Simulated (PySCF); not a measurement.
Species: C5H6N (doublet state).
Z-matrix (Å and degrees, GFN2-xTB geometry), rows numbered from 1:
```
C 
C   1  1.3387
C   2  1.4291  1  123.78
C   3  1.3299  2  123.51  1  -175.81
N   4  1.1986  3  172.34  2  -102.47
C   5  1.2881  4  161.73  3   165.15
H   1  1.0770  2  121.58  3    -0.22
H   1  1.0752  2  121.68  3  -179.81
H   2  1.0825  1  119.83  3  -179.28
H   3  1.0826  2  117.85  1     0.59
H   6  1.0742  5  118.45  4   157.75
H   6  1.0764  5  120.93  4   -27.74
```

The hyperfine couplings belong to this conformer and change with its torsions.

As a line formula: `C=C/C=[C]/N=C` [radical].

Computed, not measured: PySCF 2.14.0, UKS B3LYP, pcH-1 on C H N, non-relativistic, mean-field spin-orbit, GIAO. Geometry: GFN2-xTB, one conformer, isolated molecule. A GFN2-xTB geometry isn't a minimum of the functional, and hyperfine couplings can be far from their values at a DFT geometry. The frame is twisted about the N5–C6 bond at this geometry (dihedral C4–N5–C6–H12 = -28°); couplings at other torsion angles weren't computed. Stability of the SCF solution: not tested.

(1) Match the computed a_iso(13C) values +43.8, +16.4, +10.0, +4.0, +1.0 MHz with the sites C1; C2; C3; C4; C6.

Answers

(1) 
| site | a_iso (MHz) | ρ(0) (bohr⁻³) | position | distance from C6 (Å) | spin population | largest \|T\| (MHz) |
| --- | --- | --- | --- | --- | --- | --- |
| C1 | +16.4 | +0.0146 | 5 bonds from C6 | 6.01 | +0.20 | 30.1 |
| C2 | +1.0 | +0.0009 | 4 bonds from C6 | 4.70 | -0.09 | 13.0 |
| C3 | +10.0 | +0.0089 | 3 bonds from C6 | 3.78 | +0.22 | 37.6 |
| C4 | +4.0 | +0.0036 | 2 bonds from C6 | 2.46 | +0.12 | 41.2 |
| C6 | +43.8 | +0.0389 | largest spin population | 0.00 | +0.60 | 96.3 |

ρ(0) is the spin density at the nucleus and T the dipolar tensor. Largest spin populations (Mulliken): C6 (+0.60), C3 (+0.22), C1 (+0.20) and C4 (+0.12). Three atoms exceed +0.15. The positive populations add up to 1.15 and the negative ones to -0.15, together 2S = 1. The angles at C6 add up to 359.8°, so it is planar.

C4, the radical centre as drawn in `C=C/C=[C]/N=C`, holds a spin population of +0.12 out of 1.
